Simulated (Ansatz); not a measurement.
Reaction (isomerisation): `C1=NCCC1` → `CCCC#N`

Calculated with Ansatz (gas phase, PBE0-D4/def2-TZVP geometries, no zero-point term in ΔE). CCSD(T)/CBS is the MP2 limit (def2-TZVPP, def2-QZVPP) plus CCSD(T) − MP2 in def2-TZVPP, frozen cores. DFT in def2-TZVPP. B3LYP here is the variant with VWN-RPA as its local correlation; programs differ in this. Each species was taken in one conformer, which may not be the lowest.

```json
{"level": "BLYP-D4", "ΔE (kJ/mol)": "-37.4", "difference from CCSD(T)/CBS": "-6.5"}
{"level": "B97M-V", "ΔE (kJ/mol)": "-26.3", "difference from CCSD(T)/CBS": "4.6"}
{"level": "PBE0-D4", "ΔE (kJ/mol)": "-9.1", "difference from CCSD(T)/CBS": "21.8"}
{"level": "B3LYP-D4", "ΔE (kJ/mol)": "-31.8", "difference from CCSD(T)/CBS": "-0.9"}
{"level": "r2SCANh-D4", "ΔE (kJ/mol)": "-19.2", "difference from CCSD(T)/CBS": "11.7"}
{"level": "B2PLYP", "ΔE (kJ/mol)": "-41.4", "difference from CCSD(T)/CBS": "-10.5"}
{"level": "r2SCAN", "ΔE (kJ/mol)": "-21.7", "difference from CCSD(T)/CBS": "9.2"}
{"level": "B3LYP", "ΔE (kJ/mol)": "-37.6", "difference from CCSD(T)/CBS": "-6.7"}
{"level": "r2SCANh", "ΔE (kJ/mol)": "-19.8", "difference from CCSD(T)/CBS": "11.1"}
{"level": "CAM-B3LYP", "ΔE (kJ/mol)": "-30.0", "difference from CCSD(T)/CBS": "0.9"}
{"level": "HF/def2-SVP", "ΔE (kJ/mol)": "-48.7", "difference from CCSD(T)/CBS": "-17.8"}
{"level": "CCSD/def2-SVP", "ΔE (kJ/mol)": "-39.8", "difference from CCSD(T)/CBS": "-8.9"}
{"level": "MP2/def2-TZVPP", "ΔE (kJ/mol)": "-40.9", "difference from CCSD(T)/CBS": "-10.0"}
{"level": "SCS-MP2/def2-TZVPP", "ΔE (kJ/mol)": "-46.6", "difference from CCSD(T)/CBS": "-15.7"}
{"level": "HF/def2-QZVPP", "ΔE (kJ/mol)": "-52.7", "difference from CCSD(T)/CBS": "-21.8"}
{"level": "CCSD/CBS(def2)", "ΔE (kJ/mol)": "-33.3", "difference from CCSD(T)/CBS": "-2.4"}
{"level": "CCSD(T)/CBS", "ΔE (kJ/mol)": "-30.9", "difference from CCSD(T)/CBS": "0"}
```

Largest T1 diagnostic among the species: 0.011.

At CCSD(T), def2-SVP lies −7.5 kJ/mol from the extrapolated value and def2-TZVPP −3.7 kJ/mol. The D4 term adds +5.8 kJ/mol with B3LYP and +2.7 kJ/mol with PBE0; it sums over pairs of atoms, weighted by their polarisabilities, and B3LYP, whose exchange is more repulsive, gets the larger term. Leaving LDA and LC-ωPBE aside and taking each functional with its dispersion term where it has one, the values, not all of them listed here, spread over 32.5 kJ/mol, from B2PLYP to HSE06-D4. LDA lies +35.4 kJ/mol from PBE without D4.
